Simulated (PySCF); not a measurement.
Method: PBE0-D3(BJ)/def2-TZVP // PBE0-D3(BJ)/def2-SVP (PySCF). Isolated molecules, 0 K electronic values unless said otherwise. 

Reference species (SMILES): `S` (neutral, multiplicity 1).

| Property | Result |
|---|---|
| HOMO | -7.48 eV |
| HOMO–LUMO gap | 8.02 eV |

Changed species: `N` (free base NH3; the reference has free base H2S).

**Question.** Predict the effect on the HOMO and HOMO–LUMO gap.

**Answer.** the HOMO decreases by 0.21 eV, to -7.69 eV; the HOMO–LUMO gap rises by 0.69 eV, to 8.71 eV.
